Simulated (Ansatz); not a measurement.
Born–Oppenheimer molecular dynamics of CH4MgS (7 atoms, charge 0, multiplicity 1). It starts at the highest image of a converged band. Of that band: Beside the main top the profile has a ripple of under 15 meV (maxima at images 3, 5), which may be a very shallow well or noise. Neighbouring images differ by up to 2.2 eV, so the band resolves the path poorly. A vibrational analysis at the climbing image gives one clearly imaginary mode, 1329i cm⁻¹: a first-order saddle point.

Method: RKS PBE0-D4/def2-SVP in Ansatz 0.2.0.

| Quantity | Value |
| --- | --- |
| ensemble | NVE (velocity Verlet) |
| time step | 0.5 fs |
| steps asked | 200 |
| starting velocities drawn for | 300 K |
| seed | 2866 |

First frame:

```xyz
7
Properties=species:S:1:pos:R:3
C -0.386 0.764 -0.220
S -1.005 -0.355 1.304
Mg 0.973 -0.978 -0.082
H -1.056 -0.420 -0.195
H 0.394 1.442 0.169
H -1.212 1.375 -0.603
H 2.354 -1.895 -0.419
```

(1) How far do the bonds stretch over the last three quarters of this one trajectory? (Pairs bonded in most of those frames.)

Results:

(1) 
```json
{"bond": "C1–S2", "mean (Å)": "1.904", "spread (Å)": "0.076", "shortest": "1.79", "longest": "2.05"}
{"bond": "C1–H4", "mean (Å)": "1.149", "spread (Å)": "0.088", "shortest": "0.99", "longest": "1.31"}
{"bond": "C1–H5", "mean (Å)": "1.131", "spread (Å)": "0.040", "shortest": "1.03", "longest": "1.21"}
{"bond": "C1–H6", "mean (Å)": "1.118", "spread (Å)": "0.027", "shortest": "1.05", "longest": "1.18"}
{"bond": "S2–Mg3", "mean (Å)": "2.367", "spread (Å)": "0.157", "shortest": "2.13", "longest": "2.59"}
{"bond": "Mg3–H7", "mean (Å)": "1.708", "spread (Å)": "0.019", "shortest": "1.68", "longest": "1.75"}
```

Mean temperature of the second half: 2815 K. The conserved energy stayed within 0.97 meV per atom of its start (net change -0.034 meV per atom), so the integration is sound. The system heated up, since it started high on the potential surface and ran downhill. A run of 0.1 ps of so small a system gives no equilibrium averages. The orbitals stay closed-shell, which can raise the energy where a bond breaks towards radicals; this wasn't checked here.

The run took 7.7 min on 1 thread of Arm Neoverse V2, with other jobs on the host, peak memory 0.24 GiB.
